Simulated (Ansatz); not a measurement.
C6H8 can be A, `C1=C[C@H]2C[C@H]2C1`, or B, `CC1C=CC=C1`.

Calculated with Ansatz (gas phase, PBE0-D4/def2-TZVP geometries, no zero-point term in ΔE). CBS: MP2 limit from def2 TZ/QZ plus the TZ coupled-cluster correction, frozen cores. DFT in def2-TZVPP. B3LYP here is the variant with VWN-RPA as its local correlation; programs differ in this.

Q: Which is lower in electronic energy at CCSD(T)/CBS, and by how much? (Best estimate.)

A: Ansatz gave: B, by 10.2 kcal/mol.

Q: Give E(B) − E(A) in kcal/mol with ωB97M-V, CCSD(T)/def2-TZVPP, B3LYP-D4, HF/def2-TZVPP, PBE0-D4, B2PLYP, BLYP-D4. (Estimate.)

A: Computed: ωB97M-V -8.4, CCSD(T)/def2-TZVPP -10.0, B3LYP-D4 -12.1, HF/def2-TZVPP -11.5, PBE0-D4 -7.1, B2PLYP -11.4, BLYP-D4 -14.1. None reverses the order clearly.

Q: Does the order hold for the free energy at 298.15 K (harmonic terms from PBE0-D4)? (Best estimate.)

A: Ansatz gave: Yes: G(B) − G(A) = -11.7 kcal/mol.

Largest T1 diagnostic: 0.011.

From BLYP to BHLYP (50 % exact exchange), in def2-TZVPP and without D4, E(B) − E(A) moves by +3.5 kcal/mol. Leaving LDA and LC-ωPBE aside and taking each functional with its dispersion term where it has one, the values, not all of them listed here, spread over 7.5 kcal/mol, from BLYP-D4 to ωB97X-V. LDA lies +3.2 kcal/mol from PBE without D4.
